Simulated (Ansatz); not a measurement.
Input file:

```yaml
crystal:
  periodic: [false, false, false]
  atoms:
    - {symbol: B, position_ang: [0.000000, 0.000000, 0.000000]}
    - {symbol: S, position_ang: [0.000000, 0.000000, 3.154000]}
basis:
  gaussian: {orbitals: 6-31G}
total_charge: 1
magnetization: {spin_polarized: false, initial_magnetization: 2}
correlation: {method: ccsdt_q, electrons: outside_noble_gas}
```

```sh
$ ansatz run in.yaml --threads 1 --pin off --events-out ev --progress --plain --max-ram 2393MiB
```

(1) Roughly how long does this take on 1 thread of Intel Xeon Platinum 8259CL, shared host, and how much host memory?

```
440 factors; integrals over basis functions are off by at most 5.4e-8 eV
mean field evaluation 1: about -11473.1243 eV, gradient 1.4e1 eV
mean field evaluation 2: about -11473.1466 eV, gradient 1.4e1 eV
mean field evaluation 4: about -11475.0106 eV, gradient 3.2e0 eV
mean field evaluation 8: about -11475.1672 eV, gradient 3.8e-1 eV
mean field evaluation 16: about -11475.1729 eV, gradient 1.3e-6 eV
mean field evaluation 32: about -11475.6824 eV, gradient 1.8e-6 eV
mean field evaluation 64: about -11475.4217 eV, gradient 1.4e0 eV
mean field evaluation 96: about -11475.1723 eV, gradient 1.4e-1 eV
mean field evaluation 128: about -11475.6804 eV, gradient 3.1e-1 eV
mean field evaluation 160: about -11471.0790 eV, gradient 9.7e-4 eV
...
cycle  14  -2.40748439 eV  change    1.1e-4 eV  update   9.2e-5
cycle  15  -2.40748515 eV  change   -7.7e-7 eV  update   4.0e-5
cycle  16  -2.40750062 eV  change   -1.5e-5 eV  update   3.4e-5
cycle  17  -2.40750583 eV  change   -5.2e-6 eV  update   2.4e-5
cycle  18  -2.40751135 eV  change   -5.5e-6 eV  update   1.2e-5
cycle  19  -2.40750883 eV  change    2.5e-6 eV  update   7.5e-6
cycle  20  -2.40750378 eV  change    5.0e-6 eV  update   5.2e-6
cycle  21  -2.40750041 eV  change    3.4e-6 eV  update   2.8e-6
cycle  22  -2.40749956 eV  change    8.5e-7 eV  update   1.3e-6
cycle  23  -2.40749919 eV  change    3.7e-7 eV  update   7.5e-7
perturbative correction 0.00095090 eV, 0.0000349449 hartree
Total energy: -11478.08897682 eV, -421.8119897699 hartree
```

For the same geometry and basis full CI lies 0.1 meV higher.

Answers

(1) 5 s wall and 0.15 GiB.
